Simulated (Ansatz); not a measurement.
**BSiH5 (boranylsilane): the energy, rung by rung**

BSiH5: 7 atoms, total charge 0, spin state singlet. SMILES: `B[SiH3]`. The coordinates come from a PBE0-D4/def2-TZVP relaxation.

| atom | x (Å) | y (Å) | z (Å) |
| --- | --- | --- | --- |
| B | -0.0432 | -1.1890 | 0.2043 |
| Si | 0.0891 | 0.7853 | -0.1485 |
| H | -1.1260 | -1.6906 | 0.2901 |
| H | 0.9064 | -1.9025 | 0.3354 |
| H | -0.6160 | 1.0934 | -1.4272 |
| H | -0.6236 | 1.5167 | 0.9396 |
| H | 1.4745 | 1.3188 | -0.2395 |

Each level gives the energy change with the B1–H4 bond stretched from 1.195 to 2.390 Å (eV). The values are calculated.

| level | kind | program | value (eV) | less FCI/STO-3G |
| --- | --- | --- | --- | --- |
| HF/STO-3G (restricted) | Hartree–Fock | Ansatz | 7.41 | +2.62 |
| SVWN5/STO-3G (restricted) | LDA | Ansatz | 5.57 | +0.78 |
| PBE/STO-3G (restricted) | GGA | Ansatz | 5.37 | +0.58 |
| BHLYP/STO-3G (restricted) | global hybrid | Ansatz | 6.46 | +1.67 |
| wB97X/STO-3G (restricted) | range-separated hybrid | Ansatz | 6.28 | +1.49 |
| MP2/STO-3G (restricted) | perturbation theory | Ansatz | 5.97 | +1.18 |
| CCSD/STO-3G (restricted) | coupled cluster or CI | Ansatz | 4.86 | +0.07 |
| CCSDT(Q)/STO-3G (restricted) | coupled cluster or CI | Ansatz | 4.79 | 0.00 |
| FCI/STO-3G | exact in the basis | Ansatz | 4.79 | 0.00 |

FCI/STO-3G is exact within its basis and frozen core, so for wave-function methods in that basis the difference is their error; functionals converge differently with the basis, so for them it is only a difference. Spin-restricted single references rise too steeply as a bond breaks, Hartree–Fock most of all. Perturbation and coupled-cluster corrections on them can overshoot downwards. The first shape isn't each level's own minimum. The values span 4.79 to 7.41 eV. All rows use very small basis sets, so even the best lies far from the true value.
